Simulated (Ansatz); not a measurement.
This Ansatz (an electronic-structure program) input (PBE/6-31+G*) gives -129.40920 Eh with 38 basis functions. A basis named .json is the Basis Set Exchange file of that set (core-valence sets with the plain set on hydrogen).

Ansatz 0.2 input:
```yaml
crystal:
  periodic: [false, false, false]
  atoms:
    - {symbol: N, position_ang: [-0.00000000, -0.00000000, -0.56338698]}
    - {symbol: O, position_ang: [0.00000000, 0.00000000, 0.49296360]}
basis:
  gaussian:
    orbitals: 6-31+G_.json
hamiltonian:
  xc: {name: PBE}
total_charge: 1
magnetization: {spin_polarized: false}
```

Change:
```diff
- orbitals: 6-31+G_.json
+ orbitals: def2-QZVPPD.json
```

Question: What does the run give now?

Answer: -129.47506 Eh (PBE/def2-QZVPPD, 129 functions), a change of -65.86 mEh.
